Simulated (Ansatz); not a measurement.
Two isomers of C4H6: A = `CC1C=C1`, B = `C#CCC`.

Gas-phase electronic energies from Ansatz, PBE0-D4/def2-TZVP geometries. CCSD(T)/CBS adds triple-zeta CCSD(T) − MP2 to the extrapolated MP2 energy (def2 sets, frozen cores). Functionals use def2-TZVPP. B3LYP here is the variant with VWN-RPA as its local correlation; programs differ in this.

(1) Which isomer does CCSD(T)/CBS put lower? Give the gap. (Best estimate.)

(2) Give E(B) − E(A) in kJ/mol with r2SCAN-D4, CCSD(T)/def2-SVP, B2PLYP, CCSD(T)/def2-TZVPP, B3LYP, MP2/def2-TZVPP, PBE-D4. (An estimate is asked.)

(3) Does the order hold for the free energy at 298.15 K (harmonic terms from PBE0-D4)? (Estimate.)

Largest T1 diagnostic: 0.011.

Results:

(1) The calculation gave: B, by 88.4 kJ/mol.

(2) Ansatz gave: r2SCAN-D4 -75.9, CCSD(T)/def2-SVP -78.7, B2PLYP -92.8, CCSD(T)/def2-TZVPP -89.0, B3LYP -89.6, MP2/def2-TZVPP -89.2, PBE-D4 -68.2. None reverses the order clearly.

(3) Ansatz gave: Yes: G(B) − G(A) = -88.2 kJ/mol.

Leaving LDA and LC-ωPBE aside and taking each functional with its dispersion term where it has one, the values spread over 24.9 kJ/mol, from B2PLYP to PBE0-D4. LDA lies +12.1 kJ/mol from PBE without D4. In def2-TZVPP, CCSD(T) changes the Hartree–Fock value by +16.6 kJ/mol (the triples alone add +1.7 kJ/mol) and MP2 by +16.4 kJ/mol.
